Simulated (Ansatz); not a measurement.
# Worked example: the barrier

An elementary step of C2H6S, singlet (C₂H₆S (CCS) → C₂H₄ (C=C) + H₂S; bonds formed: S1–H8; bonds broken: S1–C2, C5–H8). “Start” is the structure reached by relaxing down from the saddle towards the reactants; PBE0-D4/def2-TZVP structures. The saddle:

S1  (-1.474, -0.406, -0.892)
C2  (0.665, -0.641, 0.506)
H3  (1.184, -1.296, -0.182)
H4  (0.196, -1.105, 1.363)
C5  (0.663, 0.741, 0.333)
H6  (1.394, 1.164, -0.351)
H7  (0.407, 1.356, 1.192)
H8  (-0.422, 0.836, -0.373)
H9  (-2.613, -0.648, -1.596)
(Å)

Computed with Ansatz 0.2.0 (basis: def2-TZVPP and def2-QZVPP); correlated methods freeze the cores.

Energies in eV:

| quantity | saddle | start |
| --- | --- | --- |
| Hartree–Fock, triple zeta (X = 3) | -12970.62673 | -12974.42960 |
| Hartree–Fock, quadruple zeta (X = 4) | -12971.05713 | -12974.84853 |
| MP2 correlation, X = 3 | -15.20541 | -14.63004 |
| MP2 correlation, X = 4 | -16.26126 | -15.67041 |
| CCSD(T) correlation, X = 3 | -17.14171 | -16.45231 |

Problem. Work out the barrier at the basis limit: extrapolate Hartree–Fock as E(X) = E∞ + A exp(−7.88 √X) and the MP2 correlation as E(X) = E∞ + B X^−2.97 (the exponents that Neese and Valeev fitted for def2-TZVPP and QZVPP), then add CCSD(T) − MP2 in triple zeta.

Solution. Each step is linear, so take the differences first (saddle − start): Hartree–Fock 3.80287 (X = 3) and 3.79140 (X = 4); MP2 correlation -0.57537 and -0.59085; CCSD(T) correlation -0.68940.
Two points give E∞ = E(4) + w [E(4) − E(3)], with w = 1/(exp(7.88 (2 − √3)) − 1) = 0.1377 for Hartree–Fock and w = 1/((4/3)^2.97 − 1) = 0.7407 for the correlation.
Hartree–Fock: 3.79140 + 0.1377 × (-0.01147) = 3.7898 eV.
MP2 correlation: -0.59085 + 0.7407 × (-0.01548) = -0.6023 eV.
CCSD(T) − MP2: -0.68940 − (-0.57537) = -0.1140 eV.
Sum: 3.7898 + (-0.6023) + (-0.1140) = 3.0735 eV, or 70.88 kcal/mol. Plain CCSD(T) in triple zeta gives 3.1135 eV, so the larger basis shifts the result by -0.0400 eV.

T1 diagnostic: at most 0.027. The T1 diagnostic is large here, which may signal multireference character or strong orbital relaxation, so CCSD(T) is less sure. The restricted Hartree–Fock reference is unstable towards an unrestricted one at one or more of these structures.

For scale, one of the runs: CCSD(T)/def2-TZVPP, 188 basis functions, launched by `ansatz run in.yaml --threads 2 --pin off --events-out ev --progress --plain --max-ram 4352MiB`. Hardware: 2 CPU threads, shared host. Wall time 27 s; peak host memory 2 GiB.
